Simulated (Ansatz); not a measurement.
Wurtzite CdS, relaxed in Ansatz (plane waves) with several semilocal functionals. Each gives its own volume and its own elastic constant C11:

```csv
level,V0 (Å³/atom),elastic constant C11 (GPa),ln V0,ln C11
LDA,23.850,93.39,3.1718,4.5368
PBEsol,24.705,85.74,3.2070,4.4513
PBE,26.034,77.84,3.2594,4.3547
```

Q: Fit a straight line to ln C11 against ln V0. What does it predict for r²SCAN, whose volume is 25.400 Å³/atom?

A: With x = ln V0 and y = ln C11: means 3.21273 and 4.44760; Σ(Δx Δy) = -0.008008, Σ(Δx²) = 0.003886, so the slope is -2.06. At x = 3.2347 the line gives y = 4.44760 + (-2.06) × (3.2347 − 3.21273) = 4.4023, or 81.64 GPa. The run with r²SCAN gives 84.21 GPa, +3.1 % from the line. The rows used scatter about it by up to 0.8 %, while the largest value lies 20 % above the smallest.

Measured: 83.1 GPa (measured, temperature not stated, not corrected to a static lattice; as tabulated in Oses et al. (2018), arXiv:1811.08464).

Ansatz's density-functional and Hartree–Fock values are scalar-relativistic unless marked +SOC, with PAW data made under PBE.

Ansatz is a quantum-chemistry and plane-wave program.
